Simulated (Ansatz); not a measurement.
**Structure relaxation of Pd**

These are results of DFT r2SCAN, scalar-relativistic, plane waves, PAW (Ansatz 0.2.0), not measurements. Cutoff 500 eV, Γ-centred k mesh, Gaussian smearing, no spin polarisation in the final step.

This is the end of a relaxation of cell and atoms.

```yaml
crystal:
  lattice:
    - [2.58771, 0.00000, 0.00000]
    - [0.00000, 2.58771, 0.00000]
    - [0.00000, 0.00000, 2.58771]
  atoms:
    - { symbol: Pd, position: [0.00000, 0.00000, 0.00000] }
```

Energies count from the standard state of Pd at the same level.

Problem. What space group does it have?

Solution. Pm-3m (No. 221). Conventional cell: a = 2.588 Å. Around Pd lie 6 Pd at 2.59 Å.

Problem. How far above the standard state of Pd does it lie?

Solution. 0.50 eV/atom.

Problem. Is it a metal?

Solution. Yes, bands cross the Fermi level on the 22×22×22 mesh.

The final run used a 22×22×22 mesh on its 1-atom cell and 0.10 eV smearing. The k mesh leaves about 4 meV/atom of noise in metals. The cell came from a trial start, so Pd may not exist in this structure.